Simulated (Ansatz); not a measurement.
Molecular dynamics of C₂H₉Si

input.yaml

```yaml
crystal:
  periodic: [false, false, false]
  atoms:
    - { symbol: Si, position_ang: [0.00248, -0.001954, -0.091763] }
    - { symbol: H, position_ang: [-0.119465, -0.189907, 1.63423] }
    - { symbol: C, position_ang: [1.830627, 0.030189, -0.576409] }
    - { symbol: H, position_ang: [2.324994, -0.89572, -0.298091] }
    - { symbol: H, position_ang: [1.952911, 0.16076, -1.648814] }
    - { symbol: H, position_ang: [2.35323, 0.844724, -0.083089] }
    - { symbol: C, position_ang: [-0.894522, 1.587138, -0.590718] }
    - { symbol: H, position_ang: [-1.941693, 1.551657, -0.30593] }
    - { symbol: H, position_ang: [-0.451175, 2.455139, -0.111278] }
    - { symbol: H, position_ang: [-0.84954, 1.744536, -1.665464] }
    - { symbol: H, position_ang: [-0.664435, -1.174129, -0.705708] }
    - { symbol: H, position_ang: [-0.176313, -0.292533, 2.614736] }
magnetization:
  spin_polarized: true
  initial_magnetization: 1
basis:
  gaussian: { orbitals: "6-31G*" }
hamiltonian:
  xc: hf
md:
  timestep: 0.5
  n_steps: 200
  ensemble: nve
  temperature: 100.0
  initial_velocities: maxwell_boltzmann
  seed: 10178
```

Command:

```bash
$ ansatz run input.yaml --threads 1 --pin off --max-ram 2048MiB --backend cpu --events-out ev --progress --plain --runs-dir out
```

It starts at the highest image of a converged band, a first-order saddle point between two minima.

Output, in part (one step line in 4, the closing report, with atoms numbered from 0):

```
md step     0: t =     0.00 fs  T =   100.0 K  F+E_penalty+E_count = -10062.51590061 eV  E_kin = 0.129260 eV  conserved = -10062.38664061 eV  (37 SCF iters)
md step     4: t =     2.00 fs  T =    73.6 K  F+E_penalty+E_count = -10062.48119150 eV  E_kin = 0.095149 eV  conserved = -10062.38604292 eV  (29 SCF iters)
md step     8: t =     4.00 fs  T =    71.1 K  F+E_penalty+E_count = -10062.47790836 eV  E_kin = 0.091935 eV  conserved = -10062.38597304 eV  (30 SCF iters)
md step    12: t =     6.00 fs  T =   116.3 K  F+E_penalty+E_count = -10062.53652761 eV  E_kin = 0.150269 eV  conserved = -10062.38625835 eV  (34 SCF iters)
md step    16: t =     8.00 fs  T =   157.2 K  F+E_penalty+E_count = -10062.59025086 eV  E_kin = 0.203201 eV  conserved = -10062.38704955 eV  (34 SCF iters)
md step    20: t =    10.00 fs  T =   231.7 K  F+E_penalty+E_count = -10062.68584700 eV  E_kin = 0.299437 eV  conserved = -10062.38640956 eV  (29 SCF iters)
md step    24: t =    12.00 fs  T =   332.0 K  F+E_penalty+E_count = -10062.81625101 eV  E_kin = 0.429131 eV  conserved = -10062.38712003 eV  (39 SCF iters)
md step    28: t =    14.00 fs  T =   369.4 K  F+E_penalty+E_count = -10062.86294652 eV  E_kin = 0.477484 eV  conserved = -10062.38546244 eV  (30 SCF iters)
md step    32: t =    16.00 fs  T =   509.2 K  F+E_penalty+E_count = -10063.04739839 eV  E_kin = 0.658163 eV  conserved = -10062.38923580 eV  (34 SCF iters)
md step    36: t =    18.00 fs  T =   533.6 K  F+E_penalty+E_count = -10063.07606428 eV  E_kin = 0.689770 eV  conserved = -10062.38629464 eV  (28 SCF iters)
md step    40: t =    20.00 fs  T =   629.2 K  F+E_penalty+E_count = -10063.20016616 eV  E_kin = 0.813270 eV  conserved = -10062.38689649 eV  (29 SCF iters)
md step    44: t =    22.00 fs  T =   675.2 K  F+E_penalty+E_count = -10063.25952237 eV  E_kin = 0.872726 eV  conserved = -10062.38679687 eV  (29 SCF iters)
md step    48: t =    24.00 fs  T =   676.1 K  F+E_penalty+E_count = -10063.26009575 eV  E_kin = 0.873960 eV  conserved = -10062.38613537 eV  (28 SCF iters)
md step    52: t =    26.00 fs  T =   744.5 K  F+E_penalty+E_count = -10063.35182570 eV  E_kin = 0.962277 eV  conserved = -10062.38954846 eV  (33 SCF iters)
md step    56: t =    28.00 fs  T =   674.4 K  F+E_penalty+E_count = -10063.25668826 eV  E_kin = 0.871727 eV  conserved = -10062.38496159 eV  (30 SCF iters)
md step    60: t =    30.00 fs  T =   766.0 K  F+E_penalty+E_count = -10063.37921566 eV  E_kin = 0.990175 eV  conserved = -10062.38904040 eV  (33 SCF iters)
md step    64: t =    32.00 fs  T =   714.0 K  F+E_penalty+E_count = -10063.30757822 eV  E_kin = 0.922882 eV  conserved = -10062.38469611 eV  (29 SCF iters)
md step    68: t =    34.00 fs  T =   746.9 K  F+E_penalty+E_count = -10063.35293293 eV  E_kin = 0.965408 eV  conserved = -10062.38752447 eV  (32 SCF iters)
md step    72: t =    36.00 fs  T =   716.2 K  F+E_penalty+E_count = -10063.31169877 eV  E_kin = 0.925766 eV  conserved = -10062.38593283 eV  (29 SCF iters)
md step    76: t =    38.00 fs  T =   734.2 K  F+E_penalty+E_count = -10063.33715252 eV  E_kin = 0.949024 eV  conserved = -10062.38812852 eV  (39 SCF iters)
md step    80: t =    40.00 fs  T =   741.4 K  F+E_penalty+E_count = -10063.34671657 eV  E_kin = 0.958327 eV  conserved = -10062.38838927 eV  (27 SCF iters)
md step    84: t =    42.00 fs  T =   718.9 K  F+E_penalty+E_count = -10063.31507754 eV  E_kin = 0.929188 eV  conserved = -10062.38588945 eV  (30 SCF iters)
md step    88: t =    44.00 fs  T =   746.0 K  F+E_penalty+E_count = -10063.35197951 eV  E_kin = 0.964282 eV  conserved = -10062.38769730 eV  (27 SCF iters)
md step    92: t =    46.00 fs  T =   701.2 K  F+E_penalty+E_count = -10063.29079284 eV  E_kin = 0.906340 eV  conserved = -10062.38445326 eV  (30 SCF iters)
md step    96: t =    48.00 fs  T =   762.1 K  F+E_penalty+E_count = -10063.37398656 eV  E_kin = 0.985139 eV  conserved = -10062.38884765 eV  (33 SCF iters)
md step   100: t =    50.00 fs  T =   692.7 K  F+E_penalty+E_count = -10063.28037687 eV  E_kin = 0.895331 eV  conserved = -10062.38504614 eV  (29 SCF iters)
md step   104: t =    52.00 fs  T =   771.9 K  F+E_penalty+E_count = -10063.38731610 eV  E_kin = 0.997769 eV  conserved = -10062.38954689 eV  (33 SCF iters)
md step   108: t =    54.00 fs  T =   715.4 K  F+E_penalty+E_count = -10063.31110432 eV  E_kin = 0.924693 eV  conserved = -10062.38641115 eV  (28 SCF iters)
md step   112: t =    56.00 fs  T =   725.7 K  F+E_penalty+E_count = -10063.32447228 eV  E_kin = 0.938031 eV  conserved = -10062.38644111 eV  (28 SCF iters)
md step   116: t =    58.00 fs  T =   740.3 K  F+E_penalty+E_count = -10063.34388421 eV  E_kin = 0.956924 eV  conserved = -10062.38696067 eV  (30 SCF iters)
md step   120: t =    60.00 fs  T =   712.2 K  F+E_penalty+E_count = -10063.30625949 eV  E_kin = 0.920604 eV  conserved = -10062.38565570 eV  (28 SCF iters)
md step   124: t =    62.00 fs  T =   779.0 K  F+E_penalty+E_count = -10063.39653794 eV  E_kin = 1.006945 eV  conserved = -10062.38959305 eV  (33 SCF iters)
md step   128: t =    64.00 fs  T =   695.6 K  F+E_penalty+E_count = -10063.28424769 eV  E_kin = 0.899190 eV  conserved = -10062.38505804 eV  (28 SCF iters)
md step   132: t =    66.00 fs  T =   759.6 K  F+E_penalty+E_count = -10063.37084132 eV  E_kin = 0.981883 eV  conserved = -10062.38895850 eV  (33 SCF iters)
md step   136: t =    68.00 fs  T =   709.0 K  F+E_penalty+E_count = -10063.30143940 eV  E_kin = 0.916514 eV  conserved = -10062.38492496 eV  (29 SCF iters)
md step   140: t =    70.00 fs  T =   745.1 K  F+E_penalty+E_count = -10063.35040724 eV  E_kin = 0.963073 eV  conserved = -10062.38733436 eV  (34 SCF iters)
md step   144: t =    72.00 fs  T =   725.7 K  F+E_penalty+E_count = -10063.32410559 eV  E_kin = 0.938017 eV  conserved = -10062.38608877 eV  (29 SCF iters)
md step   148: t =    74.00 fs  T =   736.9 K  F+E_penalty+E_count = -10063.34040026 eV  E_kin = 0.952462 eV  conserved = -10062.38793853 eV  (33 SCF iters)
md step   152: t =    76.00 fs  T =   732.5 K  F+E_penalty+E_count = -10063.33539888 eV  E_kin = 0.946877 eV  conserved = -10062.38852143 eV  (27 SCF iters)
md step   156: t =    78.00 fs  T =   702.7 K  F+E_penalty+E_count = -10063.29396899 eV  E_kin = 0.908295 eV  conserved = -10062.38567370 eV  (40 SCF iters)
md step   160: t =    80.00 fs  T =   752.6 K  F+E_penalty+E_count = -10063.36083654 eV  E_kin = 0.972796 eV  conserved = -10062.38804020 eV  (28 SCF iters)
md step   164: t =    82.00 fs  T =   708.4 K  F+E_penalty+E_count = -10063.29993341 eV  E_kin = 0.915628 eV  conserved = -10062.38430572 eV  (28 SCF iters)
md step   168: t =    84.00 fs  T =   773.2 K  F+E_penalty+E_count = -10063.38826877 eV  E_kin = 0.999469 eV  conserved = -10062.38880022 eV  (31 SCF iters)
md step   172: t =    86.00 fs  T =   689.1 K  F+E_penalty+E_count = -10063.27584757 eV  E_kin = 0.890791 eV  conserved = -10062.38505671 eV  (29 SCF iters)
md step   176: t =    88.00 fs  T =   757.5 K  F+E_penalty+E_count = -10063.36834802 eV  E_kin = 0.979113 eV  conserved = -10062.38923526 eV  (32 SCF iters)
md step   180: t =    90.00 fs  T =   731.3 K  F+E_penalty+E_count = -10063.33235123 eV  E_kin = 0.945310 eV  conserved = -10062.38704143 eV  (29 SCF iters)
md step   184: t =    92.00 fs  T =   736.1 K  F+E_penalty+E_count = -10063.33774399 eV  E_kin = 0.951534 eV  conserved = -10062.38621015 eV  (28 SCF iters)
md step   188: t =    94.00 fs  T =   762.5 K  F+E_penalty+E_count = -10063.37292974 eV  E_kin = 0.985595 eV  conserved = -10062.38733437 eV  (29 SCF iters)
md step   192: t =    96.00 fs  T =   706.6 K  F+E_penalty+E_count = -10063.29858097 eV  E_kin = 0.913309 eV  conserved = -10062.38527203 eV  (28 SCF iters)
md step   196: t =    98.00 fs  T =   758.7 K  F+E_penalty+E_count = -10063.36991264 eV  E_kin = 0.980654 eV  conserved = -10062.38925831 eV  (32 SCF iters)
md step   200: t =   100.00 fs  T =   694.0 K  F+E_penalty+E_count = -10063.28223364 eV  E_kin = 0.897033 eV  conserved = -10062.38520039 eV  (40 SCF iters)
Total energy: -10063.28223364 eV, -369.8188009486 hartree
Atom 0 at    -0.093746    -0.037418    -0.585322 Å, force     0.315995    -0.156863     0.161094 eV/Å
Atom 1 at     0.688687    -0.896880     9.755107 Å, force     2.300030     0.491461    -0.117742 eV/Å
Atom 2 at     1.809835     0.070585    -0.509763 Å, force     0.392031     0.211279    -0.291793 eV/Å
Atom 3 at     2.277660    -0.896406    -0.402191 Å, force    -0.117952    -0.390997    -0.075009 eV/Å
Atom 4 at     2.278189     0.534019    -1.391794 Å, force    -0.397550    -0.092242     0.289846 eV/Å
Atom 5 at     2.146933     0.629126     0.358254 Å, force    -0.193405     0.216498     0.012650 eV/Å
Atom 6 at    -0.880010     1.672238    -0.734762 Å, force     0.195534    -0.478399    -0.463940 eV/Å
Atom 7 at    -1.946606     1.614028    -0.668197 Å, force    -0.585061    -0.038852     0.247603 eV/Å
Atom 8 at    -0.505559     2.268405     0.075669 Å, force     0.055487     0.528241     0.156895 eV/Å
Atom 9 at    -0.672850     2.136613    -1.693501 Å, force     0.285288     0.178799     0.066442 eV/Å
Atom 10 at    -0.556234    -0.962614    -1.643845 Å, force     0.049626     0.022532    -0.103789 eV/Å
Atom 11 at     1.474179    -0.729041     9.714917 Å, force    -2.300023    -0.491458     0.117743 eV/Å
Dipole moment:     0.059381     0.115095     0.000219 e Å
```

All steps were run. The conserved energy stayed within 0.25 meV per atom of its start (net change 0.12 meV per atom), so the integration is sound. The kinetic energy rose, since the run started high on the potential surface and went downhill. It ends in pieces (C2H7Si + H2), so much of that is their flight and rotation, not heat. A run of 0.1 ps of so small a system gives no equilibrium averages.

Between its relaxed ends the band would form H2–H12 and break Si1–H2. These pairs go: H2–H12 0.99 → 0.80 Å, Si1–H2 1.74 → 10.41 Å. In the last frame they stand as after the step (other bonds may differ from the relaxed reactants and products). It ends as C2H7Si + H2. Pairs count as bonded within 1.25 times the sum of covalent radii (0.12 Å more for H–H).

Last frame:

```xyz
12
Properties=species:S:1:pos:R:3
Si -0.094 -0.037 -0.585
H 0.689 -0.897 9.755
C 1.810 0.071 -0.510
H 2.278 -0.896 -0.402
H 2.278 0.534 -1.392
H 2.147 0.629 0.358
C -0.880 1.672 -0.735
H -1.947 1.614 -0.668
H -0.506 2.268 0.076
H -0.673 2.137 -1.694
H -0.556 -0.963 -1.644
H 1.474 -0.729 9.715
```

Time of the run: 4.2 min on 1 thread of Arm Neoverse V1, on a shared host, peak memory 0.13 GiB.
